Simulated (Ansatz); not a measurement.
## Scan of HBr, singlet

Starting geometry (PBE0/def2-TZVP stationary point for this spin):

```yaml
atoms:
  - { symbol: Br, position_ang: [0.0000, 0.0000, 0.0000] }
  - { symbol: H, position_ang: [0.0000, 0.0000, 1.4206] }
```

From there H2 moves along the line of the two atoms named below, all else staying in place; atoms are numbered as listed. Energies are in eV, counted from the starting geometry at the same level.

Basis cc-pVTZ; Ansatz 0.2.0. Only valence electrons are correlated (noble-gas cores and the filled d shells of p-block atoms frozen). R marks a restricted (for open shells ROHF) determinant, U an unrestricted one. No spin–orbit coupling is included, and no scalar relativity.

Unrestricted rows (U) aren't spin-pure: their determinants' ⟨S²⟩ exceeds S(S+1) by up to 0.29, so they mix in states of higher spin.

Full CI isn't at hand for all of this; RCCSDT(Q) serves as the reference, and is uncertain by about the last step of the cluster series. The frozen core follows each run's orbitals, which can shift R against U totals by a few meV for light atoms and by up to 0.1 eV past Ca.

```csv
distance Br1-H2 (Å),UHF
1.310,0.160
1.421,0.000
1.581,0.324
1.944,1.830
```

Question: Estimate the RCCSDT(Q) curve in cc-pVTZ from this one, knowing how UHF errs.

Answer: The computed RCCSDT(Q) values, in eV from the starting point, and the error of UHF against them:
```json
{"distance Br1-H2 (Å)": "1.310", "RCCSDT(Q)": "0.192", "UHF less RCCSDT(Q)": "-0.033"}
{"distance Br1-H2 (Å)": "1.421", "RCCSDT(Q)": "0.000", "UHF less RCCSDT(Q)": "0.000"}
{"distance Br1-H2 (Å)": "1.581", "RCCSDT(Q)": "0.254", "UHF less RCCSDT(Q)": "0.070"}
{"distance Br1-H2 (Å)": "1.944", "RCCSDT(Q)": "1.572", "UHF less RCCSDT(Q)": "0.257"}
```

The error spans 0.290 eV and is largest, 0.257 eV, at 1.944 Å.
